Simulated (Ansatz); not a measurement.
**Niobium, bcc under r²SCAN: convergence with the k-point mesh**

Aim: find which k-point mesh is enough for energy and pressure. The geometry was relaxed under r²SCAN beforehand and stays fixed; 8 values are run, from 2×2×2 to 19×19×19. Wanted are the values from which on the energy stays within 10 and 1 meV/atom, and the pressure within 0.5 GPa, of the last run. Within the series other settings stay, but some runs also write fields, which adds to their time. Spin polarisation is left out.

Computed with Ansatz 0.2.0 (DFT r²SCAN, plane waves with PAW, scalar-relativistic, unless a step says otherwise).

## (1) The system as given

Symmetry: Im-3m, No. 229, cubic system. The conventional cell has a = 3.302 Å, b = 3.302 Å, c = 3.302 Å, α = 90.00°, β = 90.00°, γ = 90.00°. Around Nb (site symmetry m-3m) lie 8 Nb at 2.86 Å.

Coordinates:

```
Nb
1.0
    -1.65113    1.65113    1.65113
     1.65113   -1.65113    1.65113
     1.65113    1.65113   -1.65113
Nb
1
Direct
  0.00000 0.00000 0.00000
```

## (2) Run at 2×2×2

The run at 2×2×2.

File input.yaml:

```yaml
crystal:
  lattice:
    - [-1.6511317439, 1.6511317439, 1.6511317439]
    - [1.6511317439, -1.6511317439, 1.6511317439]
    - [1.6511317439, 1.6511317439, -1.6511317439]
  atoms:
    - { symbol: Nb, position: [0.0, 0.0, 0.0] }
hamiltonian:
  xc: r2scan
  pseudopotentials:
    kind: paw
    azcp:
      Nb: "pseudopotentials/Nb.paw.azcp"
basis:
  ecutwfc: 500
  fft_grid_basis: typed
kpoints:
  mp_grid: { grid: [2, 2, 2], shift: [0, 0, 0] }
magnetization:
  spin_polarized: false
scf:
  occupations: { method: fermi_dirac, width: 0.1 }
  lower_state_search: "off"
output:
  stress: true
```

Started as:

```console
> ansatz run input.yaml --threads 2 --pin off --max-ram 5120MiB --backend cpu --events-out ev --progress --plain --runs-dir out
```

## (3) Run at 3×3×3

The run at 3×3×3.

input.yaml, as its differences from that of step 2:

```diff
@@ -17,3 +17,3 @@
 kpoints:
-  mp_grid: { grid: [2, 2, 2], shift: [0, 0, 0] }
+  mp_grid: { grid: [3, 3, 3], shift: [0, 0, 0] }
 magnetization:
@@ -25 +25,5 @@
   stress: true
+  write_density: true
+  write_potential: true
+  elf: true
+  volumetric_format: npy
```

## (4) Run at 5×5×5

The run at 5×5×5.

input.yaml, as its differences from that of step 3:

```diff
@@ -17,3 +17,3 @@
 kpoints:
-  mp_grid: { grid: [3, 3, 3], shift: [0, 0, 0] }
+  mp_grid: { grid: [5, 5, 5], shift: [0, 0, 0] }
 magnetization:
@@ -25,5 +25 @@
   stress: true
-  write_density: true
-  write_potential: true
-  elf: true
-  volumetric_format: npy
```

## (5) Run at 6×6×6

The run at 6×6×6.

input.yaml, as its differences from that of step 4:

```diff
@@ -17,3 +17,3 @@
 kpoints:
-  mp_grid: { grid: [5, 5, 5], shift: [0, 0, 0] }
+  mp_grid: { grid: [6, 6, 6], shift: [0, 0, 0] }
 magnetization:
@@ -25 +25,5 @@
   stress: true
+  write_density: true
+  write_potential: true
+  elf: true
+  volumetric_format: npy
```

## (6) Run at 8×8×8

The run at 8×8×8.

input.yaml, as its differences from that of step 5:

```diff
@@ -17,3 +17,3 @@
 kpoints:
-  mp_grid: { grid: [6, 6, 6], shift: [0, 0, 0] }
+  mp_grid: { grid: [8, 8, 8], shift: [0, 0, 0] }
 magnetization:
@@ -25,5 +25 @@
   stress: true
-  write_density: true
-  write_potential: true
-  elf: true
-  volumetric_format: npy
```

## (7) Run at 11×11×11

The run at 11×11×11.

input.yaml, as its differences from that of step 6:

```diff
@@ -17,3 +17,3 @@
 kpoints:
-  mp_grid: { grid: [8, 8, 8], shift: [0, 0, 0] }
+  mp_grid: { grid: [11, 11, 11], shift: [0, 0, 0] }
 magnetization:
```

## (8) Run at 14×14×14

The run at 14×14×14.

input.yaml, as its differences from that of step 7:

```diff
@@ -17,3 +17,3 @@
 kpoints:
-  mp_grid: { grid: [11, 11, 11], shift: [0, 0, 0] }
+  mp_grid: { grid: [14, 14, 14], shift: [0, 0, 0] }
 magnetization:
```

## (9) Run at 19×19×19

The run at 19×19×19.

input.yaml, as its differences from that of step 8:

```diff
@@ -17,3 +17,3 @@
 kpoints:
-  mp_grid: { grid: [14, 14, 14], shift: [0, 0, 0] }
+  mp_grid: { grid: [19, 19, 19], shift: [0, 0, 0] }
 magnetization:
```

(Steps that only read results are left out.)

Before running it: what results should come out? Wanted: pressure at 19×19×19.

The runs gave:

| quantity | value |
| --- | --- |
| E(σ → 0) stays within 10 meV/atom of 19×19×19 | from 11×11×11 on |
| E(σ → 0) stays within 1 meV/atom | not reached before 19×19×19 |
| pressure stays within 0.5 GPa | from 8×8×8 on |
| pressure at 19×19×19 | 0.32 GPa |
| CPU time, dearest over cheapest | 6.8 |
| energy of a separate run on a finer mesh (22×22×22) | +0.9 meV/atom from 19×19×19 |

In words: The far end, 2×2×2, lies -1167 meV/atom and -23.1 GPa from the yardstick. Convergence in k is not monotonic; the energy swings about its limit. The energy has not settled to 1 meV/atom before the last mesh. Metals converge slowly, as the Fermi surface must be resolved. The yardstick itself is unsettled by 0.9 meV/atom against the finer mesh, so the thresholds above hold only within this series.
